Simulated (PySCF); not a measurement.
SiH2(NH2)2, optimised at HF/6-31G*:

```xyz
9

N      0.1795     0.7349    -1.4789
Si    -0.0685     0.0635     0.0820
N      0.2161    -1.6277    -0.0050
H      1.0358     0.6045    -1.9740
H     -0.2973     1.5616    -1.7678
H      0.8355     0.5285     1.1582
H     -1.4383     0.4904     0.4469
H      0.5291    -2.1408     0.7906
H     -0.2697    -2.2067    -0.6562
```

Energies from PySCF (xtb for GFN2), thermal terms from the rigid-rotor harmonic-oscillator model, ideal gas at 1 bar. 6-31G* has spherical d functions here. All species are closed-shell singlets. B3LYP is the form with VWN-RPA correlation. SiH2(NH2)2: computed as isolated molecules; such fragments, hydroxides, amides, oligomers or adducts are transient or little studied in the gas.

Task: List the harmonic frequencies (cm⁻¹, unscaled) at this level and at the other levels, each on its own geometry.

Result: 
- HF/6-31G*: 216, 259, 359, 380, 446, 660, 748, 855, 894, 932, 982, 1082, 1099, 1755, 1760, 2330, 2358, 3798, 3798, 3896, 3897
- B3LYP/6-31G*: 208, 267, 354, 376, 431, 610, 692, 807, 830, 886, 926, 1004, 1008, 1615, 1620, 2198, 2212, 3568, 3569, 3665, 3666
- GFN2-xTB: 209, 227, 252, 526, 552, 587, 593, 720, 805, 824, 830, 888, 934, 1528, 1533, 2174, 2213, 3478, 3479, 3517, 3518
- PBE/def2-SVP: 209, 261, 346, 375, 419, 586, 658, 784, 786, 856, 882, 951, 959, 1482, 1487, 2102, 2116, 3492, 3493, 3593, 3594
- PBE0/def2-TZVP: 205, 252, 334, 348, 421, 598, 682, 814, 820, 889, 901, 981, 987, 1574, 1577, 2175, 2191, 3613, 3614, 3712, 3713
